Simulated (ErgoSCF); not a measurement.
# Two attempts at ClF (chlorine monofluoride)

Aim: a single-point energy of ClF (chlorine monofluoride) at B3LYP/6-31++G** (spherical functions).

The results are computed with ErgoSCF 3.8.

3 further runs of the same task are left out: 1 that didn't finish, 2 set aside as unsound or not needed.

### Step 1. Starting point

ClF has 2 atoms, charge 0, and is taken as a singlet. As SMILES, `FCl`. The shape is that of a GFN2-xTB optimisation.

Bond lengths: F1–Cl2 1.682 Å.

### Step 2. The input as first written

Input file run.inp:

```
set_nthreads(1)
molecule_inline Angstrom
F        0.000000       0.000000       0.000000
Cl       0.000000       0.000000       1.682250
EOF
XC.type = "GC2"
scf.output_mulliken_pop = 1
XC.angmin = 3
XC.angint = 7
scf.max_number_of_iterations = 60
XC.radint = 0.001
tmpdir = "."
basis = "6-31++Gss"
run "B3LYP-G"
```

On the command line:

```sh
$ ergo < run.inp
```

Standard output:

```text
[...]
INDF Weighted mixed functional:
[...]
INSC Energy   1 =       -289.77733063024
[...]
ERDE Error in purification: Puri->info.converged() returned false.
ERDE get_dens_from_fock  (GetDensFromFock class) : error while getting density matrix; trying with diagonalization instead.
[...]
INDE PURIFICATION CONVERGED after 49 iterations
[...]
INDE PURIFICATION CONVERGED after 44 iterations
[...]
INDE PURIFICATION CONVERGED after 33 iterations
[...]
INDE PURIFICATION CONVERGED after 33 iterations
[...]
INDE E(LUMO) - E(HOMO) <=          0.22458082947 =          6.11115572323 eV
[...]
INSC Energy  30 =       -559.94450255963  ( diff      0.000000000000000 )
[...]
RESC CONVERGED after  30 iterations.
RESC FINAL ENERGY:       -559.94450255963
[...]
INSC SCF: dipole_moment_x [atomic units] =       0.00000000
INSC SCF: dipole_moment_y [atomic units] =      -0.00000000
INSC SCF: dipole_moment_z [atomic units] =       0.48432993
[...]
```

On the terminal:

```text
Inline main molecule with 2 atoms.
Error in AllocatorManager destructor: not empty.
```

Wall time 5.4 s (1 thread of Arm Neoverse V2, shared host); peak memory 0.26 GiB.

### Step 3. What went wrong

It ran to the end. The result can't be trusted all the same.

What is wrong: the grid is far too coarse. The sound input differs in these keys, not all of which need be the cause: radint 5e-09 in place of 0.001; angular grid order 29 in place of 7.

### Step 4. Try two

Input file ergo.in:

```
set_nthreads("env")
molecule_inline Angstrom
F      0.000000     0.000000     0.000000
Cl     0.000000     0.000000     1.682250
EOF
scf.max_number_of_iterations = 150
charge = 0
tmpdir = "."
basis = "6-31++Gss"
scf.output_mulliken_pop = 1
XC.type = "GC2"
run "B3LYP-G"
```

On the command line:

```sh
$ ergo < ergo.in
```

Standard output:

```text
[...]
INDF Weighted mixed functional:
[...]
INSC Energy   1 =       -289.79883364999
[...]
ERDE Error in purification: Puri->info.converged() returned false.
ERDE get_dens_from_fock  (GetDensFromFock class) : error while getting density matrix; trying with diagonalization instead.
[...]
INDE PURIFICATION CONVERGED after 53 iterations
[...]
INDE PURIFICATION CONVERGED after 43 iterations
[...]
INDE PURIFICATION CONVERGED after 33 iterations
[...]
INDE PURIFICATION CONVERGED after 33 iterations
[...]
INDE E(LUMO) - E(HOMO) <=          0.22392849509 =          6.09340480043 eV
[...]
INSC Energy  30 =       -559.95397373510  ( diff     -0.000000000000455 )
[...]
RESC CONVERGED after  30 iterations.
RESC FINAL ENERGY:       -559.95397373510
[...]
INSC SCF: dipole_moment_x [atomic units] =      -0.00000000
INSC SCF: dipole_moment_y [atomic units] =       0.00000000
INSC SCF: dipole_moment_z [atomic units] =       0.48120627
[...]
```

Standard output:

```text
Inline main molecule with 2 atoms.
Error in AllocatorManager destructor: not empty.
```

Wall time 6.3 s (1 thread of Arm Neoverse V2, shared host); peak memory 0.26 GiB.

### Step 5. Summary of results

Level: B3LYP/6-31++G** (spherical functions).

| quantity | value |
| --- | --- |
| total energy | -559.95397 Eh |
| dipole moment | 1.22 D |

The first attempt's energy was +0.258 eV off this one.
